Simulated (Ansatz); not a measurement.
# HN2Si: the cost of one run

Program: Ansatz 0.2.0, Gaussian basis. Level of theory: def2-QZVPP, core rule «outside noble gas», up to 7 orbitals frozen. These are calculated values, not measurements.

Plan: UHF; ROHF; CCSD(T) on UHF.

2 further runs of the same task are left out: 2 set aside as unsound or not needed.

## Step 1: The system

The geometry is a PBE0/def2-TZVP stationary point (not a proven minimum) of the parent state, kept for this charge and spin.

4 atoms, charge 1, spin multiplicity 3.

Atoms are counted from 1 here; the program's logs count them from 0.

Bond lengths: Si1–N2 1.658 Å, Si1–N3 1.658 Å, Si1–H4 1.472 Å, N2–N3 1.546 Å. Angles: N2–Si1–N3 55.6°, N2–Si1–H4 152.2°, N3–Si1–H4 152.2°, Si1–N2–N3 62.2°, Si1–N3–N2 62.2°.

Geometry (Å):

```tsv
atom	x (Å)	y (Å)	z (Å)
Si1	0.0000	0.0000	0.6935
N2	0.0000	-0.7732	-0.7732
N3	0.0000	0.7732	-0.7732
H4	0.0000	0.0000	2.1654
```

## Step 2: UHF

File in.yaml:

```yaml
crystal:
  periodic: [false, false, false]
  atoms:
    - {symbol: Si, position_ang: [0.000000, 0.000000, 0.693477]}
    - {symbol: N, position_ang: [0.000000, -0.773207, -0.773173]}
    - {symbol: N, position_ang: [0.000000, 0.773207, -0.773173]}
    - {symbol: H, position_ang: [0.000000, 0.000000, 2.165363]}
basis:
  gaussian: {orbitals: "def2-QZVPP.json"}
total_charge: 1
magnetization: {spin_polarized: true, initial_magnetization: 2}
hamiltonian: {xc: hf}
output: {orbitals: {seedname: orbitals}}
```

Launch:

```
> ansatz run in.yaml --threads 1 --pin off --events-out ev --progress --plain --max-ram 2393MiB
```

**Question.** How long does this run take on 1 thread of Arm Neoverse V1, shared host, and how much memory does it need?

About 27 s, with a peak of 0.49 GiB.
